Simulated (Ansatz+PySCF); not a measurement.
Two shapes of singlet SiH₂.

Shape 1:

```xyz
3

Si    0.0000    0.0000   -0.1342
H     0.0000    1.0962    0.9391
H     0.0000   -1.0962    0.9391
```

Shape 2:

```xyz
3

Si    0.0000    0.0000   -0.1234
H     0.0000    1.0085    0.8640
H     0.0000   -1.0085    0.8640
```

Basis set: def2-SVP (spherical functions). Left uncorrelated: 5 orbitals. Charge 0, multiplicity 1.

Computed with Ansatz (development build ahead of 0.2.0); each method stands on the lowest determinant of its kind that the runs found.

(1) Which shape is lower in energy, and by how much in each method?

## Answers

(1)

| method | E(2) − E(1) (eV) |
| --- | --- |
| RHF | 0.212 |
| UHF | 0.188 |
| RHF-CCSD | 0.227 |
| RHF-CCSD(T) | 0.231 |
| full CI (lowest root of this spin) | 0.232 |

Shape 1 is lower. Caution for UHF: the unrestricted determinant is spin contaminated; the determinant breaks the point group.
